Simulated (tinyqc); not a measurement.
Worked calculation: UHF in the sto-3g basis, for BH, spin multiplicity 3. One step of it, computed by the program tinyqc.

Task: Iteration 2: DIIS coefficients. Solve [B -1; -1 0][c; lambda] = [0; -1] for the coefficients, which sum to one.

B (overlaps of the stored error matrices):
```
,1,2
1,7.0454420e-01,1.0220342e-01
2,1.0220342e-01,1.6594193e-02
```

Give: DIIS coefficients.

Result:

DIIS coefficients: -0.166  1.166
